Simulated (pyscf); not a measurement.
Thermochemistry of product channels of HO–Zn–OH + H₂S on the singlet surface, in eV, from ωB97M-D3(BJ)/def2-TZVP energies (ideal gas, 1 atm, RRHO with modes under 100 cm⁻¹ raised to 100, one conformer, R ln 2 for chiral ones without a mode under 150 cm⁻¹). Optimised with ωB97X-D3(BJ)/def2-SVP in PySCF.

| products | ΔE | ΔH(298 K) | ΔG(298 K) | ΔG(900 K) |
|---|---|---|---|---|
| HO–Zn–O–SH + hydrogen (H₂) | +1.56 | +1.44 | +1.50 | +1.58 |
| water (H₂O) + HO–Zn–SH | -0.61 | -0.53 | -0.55 | -0.58 |
| HO–SH + HO–ZnH | +1.58 | +1.56 | +1.54 | +1.51 |

These are energies of the channels, which say nothing of barriers. Elements up to Kr have no core potential and no relativistic terms here.
